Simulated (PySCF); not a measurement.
Potential energy of B₂ along the bond

Set-up: basis B jorge-DZP-DKH; spin-free X2C with a Gaussian nucleus; PySCF 2.14. Energies in eV from B + B in their ground configurations at the same level. State: Ms = 1 determinant of mixed spin (⟨S²⟩ near 2.7), unpaired electrons π ↑↑.

All columns are PBE0.

```json
{"R (Å)": "1.359", "E (eV)": "-2.238", "HOMO (eV)": "-7.70", "LUMO (eV)": "-3.44", "Mayer bond order": "2.04", "⟨S²⟩": "2.82"}
{"R (Å)": "1.422", "E (eV)": "-2.726", "HOMO (eV)": "-7.49", "LUMO (eV)": "-3.33", "Mayer bond order": "2.04", "⟨S²⟩": "2.78"}
{"R (Å)": "1.485", "E (eV)": "-3.002", "HOMO (eV)": "-7.30", "LUMO (eV)": "-3.24", "Mayer bond order": "2.04", "⟨S²⟩": "2.75"}
{"R (Å)": "1.533", "E (eV)": "-3.102", "HOMO (eV)": "-7.17", "LUMO (eV)": "-3.33", "Mayer bond order": "2.03", "⟨S²⟩": "2.72"}
{"R (Å)": "1.580", "E (eV)": "-3.131", "HOMO (eV)": "-7.04", "LUMO (eV)": "-3.41", "Mayer bond order": "2.02", "⟨S²⟩": "2.68"}
{"R (Å)": "1.627", "E (eV)": "-3.103", "HOMO (eV)": "-6.93", "LUMO (eV)": "-3.50", "Mayer bond order": "2.01", "⟨S²⟩": "2.65"}
{"R (Å)": "1.691", "E (eV)": "-2.999", "HOMO (eV)": "-6.80", "LUMO (eV)": "-3.61", "Mayer bond order": "1.99", "⟨S²⟩": "2.59"}
{"R (Å)": "1.770", "E (eV)": "-2.795", "HOMO (eV)": "-6.65", "LUMO (eV)": "-3.75", "Mayer bond order": "1.95", "⟨S²⟩": "2.52"}
{"R (Å)": "1.864", "E (eV)": "-2.491", "HOMO (eV)": "-6.48", "LUMO (eV)": "-3.91", "Mayer bond order": "1.90", "⟨S²⟩": "2.41"}
{"R (Å)": "1.991", "E (eV)": "-2.055", "HOMO (eV)": "-6.30", "LUMO (eV)": "-4.12", "Mayer bond order": "1.80", "⟨S²⟩": "2.22"}
```

The state is the lowest determinant that a PBE0 search found; another state may lie lower at other levels.
